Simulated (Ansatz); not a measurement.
```yaml
crystal:
  periodic: [false, false, false]
  atoms:
    - {symbol: C, position_ang: [0.166373, 1.080746, 0.594583]}
    - {symbol: C, position_ang: [0.200257, 0.533177, -0.093952]}
    - {symbol: C, position_ang: [0.301447, -0.325504, 0.070352]}
    - {symbol: C, position_ang: [-0.355711, -1.007468, -0.440276]}
    - {symbol: F, position_ang: [-0.385892, -0.734842, -1.183470]}
    - {symbol: Cl, position_ang: [-1.568238, -0.723552, 0.016063]}
    - {symbol: H, position_ang: [0.180212, 1.027450, 1.299433]}
    - {symbol: H, position_ang: [0.148891, 2.018736, 0.450525]}
    - {symbol: H, position_ang: [0.132875, 0.896880, -0.795782]}
    - {symbol: H, position_ang: [0.992145, -0.616964, -0.221962]}
    - {symbol: H, position_ang: [0.279752, -0.599875, 0.797282]}
    - {symbol: H, position_ang: [-0.321914, -1.498104, -0.268526]}
basis:
  gaussian: {orbitals: cc-pVDZ}
magnetization: {spin_polarized: true, initial_magnetization: 2}
hamiltonian: {xc: {name: PBE0-DH}}
accuracy: high
output: {forces: true}
```

```sh
$ ansatz run in.yaml --threads 4 --pin off --events-out ev --progress --plain --max-ram 10444MiB
```

Output, abridged:

```
Functional definition: PBE0-DH
2675 factors; integrals over basis functions are off by at most 3.6e-9 eV
mean field evaluation 1: about -19293.8974 eV, gradient 9.9e1 eV
mean field evaluation 2: about -19294.3704 eV, gradient 9.8e1 eV
mean field evaluation 4: about -19329.2679 eV, gradient 2.2e1 eV
mean field evaluation 8: about -19333.0478 eV, gradient 2.2e0 eV
mean field evaluation 16: about -19333.3646 eV, gradient 2.0e-1 eV
mean field evaluation 32: about -19333.3661 eV, gradient 3.4e-4 eV
mean field -19333.36614232 eV, -710.4881011039 hartree, gradient 5.6e-8 eV, S^2 2.005198; 7 other end points of the search recorded, 0 dependent functions left out
10 core orbitals not correlated: weight in the atoms' cores, before any rotation towards them, 1.000 or more for the frozen orbitals, at most 0.000 for the correlated occupied ones
reference -19333.36614384 eV, -710.4881011599 hartree; 19, 17 occupied and 89, 91 virtual orbitals, 2675 factors
second order -27.56763189 eV of doubles, -0.00000000 eV of singles
Total energy: -19336.81209783 eV, -710.6147376331 hartree
Atom 0 at     0.166373     1.080746     0.594583 Å, force    -3.415601    73.424508    44.658597 eV/Å
Atom 1 at     0.200257     0.533177    -0.093952 Å, force    -6.824059    39.698899   -81.649191 eV/Å
Atom 2 at     0.301447    -0.325504     0.070352 Å, force    30.039488   -70.334505    29.626757 eV/Å
Atom 3 at    -0.355711    -1.007468    -0.440276 Å, force   -10.929429    45.140630    84.716216 eV/Å
Atom 4 at    -0.385892    -0.734842    -1.183470 Å, force     0.489594    51.585085  -188.511286 eV/Å
Atom 5 at    -1.568238    -0.723552     0.016063 Å, force   -46.779981     4.974186    22.646764 eV/Å
Atom 6 at     0.180212     1.027450     1.299433 Å, force    -0.013823    -4.231524    46.157428 eV/Å
Atom 7 at     0.148891     2.018736     0.450525 Å, force     0.370218     8.703627    -0.684645 eV/Å
Atom 8 at     0.132875     0.896880    -0.795782 Å, force    -1.409198    10.272634   -22.908307 eV/Å
Atom 9 at     0.992145    -0.616964    -0.221962 Å, force    22.869979    -9.587282    -8.424627 eV/Å
Atom 10 at     0.279752    -0.599875     0.797282 Å, force     0.106359   -10.450657    27.166146 eV/Å
Atom 11 at    -0.321914    -1.498104    -0.268526 Å, force    15.496453  -139.195600    47.206147 eV/Å
Dipole moment:    -0.327685     0.482338    -0.189521 e Å
```

In this input the geometry is squeezed to about two thirds of its size. Self-consistency was reached. The result belongs to that input, not to the molecule as meant.
